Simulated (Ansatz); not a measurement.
C₃H₆FNO, SMILES `NC/C(O)=C\F`, relaxed with RKS PBE0-D4/def2-TZVP in Ansatz from a PBE-D4/def2-SVP geometry. The force threshold is 0.005 eV/Å; the program also tests the step.

The species carries charge 0 and has multiplicity 1.

Start:

```xyz
12

N     1.293    0.271   -1.079
C    -0.131    0.069   -0.776
C    -0.230   -0.309    0.692
O     0.861   -0.959    1.166
C    -1.311   -0.042    1.457
F    -2.390    0.587    0.918
H     1.502    0.095   -2.066
H     1.584    1.234   -0.871
H    -0.796    0.931   -1.002
H    -0.489   -0.783   -1.395
H     1.528   -0.783    0.440
H    -1.419   -0.311    2.517
```

**Question.** By how much does the energy fall, and how many steps does the optimiser take? (Estimate.)

**Answer.** Computed: 1.60 kcal/mol, in 10 steps, 1 of them rejected.

**Question.** Which bonds change most? (Best estimate.)

**Answer.** The calculation gave: O4–H11 from 1.001 to 0.976 Å; C3–C5 from 1.350 to 1.327 Å; C5–H12 from 1.100 to 1.081 Å; C2–H9 from 1.111 to 1.093 Å.

**Question.** Give the relaxed structure. (Best estimate.)

**Answer.** The calculation gave: 
```xyz
12

N     1.274    0.316   -1.082
C    -0.130    0.044   -0.786
C    -0.240   -0.316    0.668
O     0.809   -1.015    1.155
C    -1.276   -0.015    1.441
F    -2.339    0.644    0.933
H     1.485    0.170   -2.059
H     1.521    1.269   -0.848
H    -0.816    0.860   -1.027
H    -0.430   -0.824   -1.383
H     1.519   -0.856    0.504
H    -1.376   -0.276    2.485
```
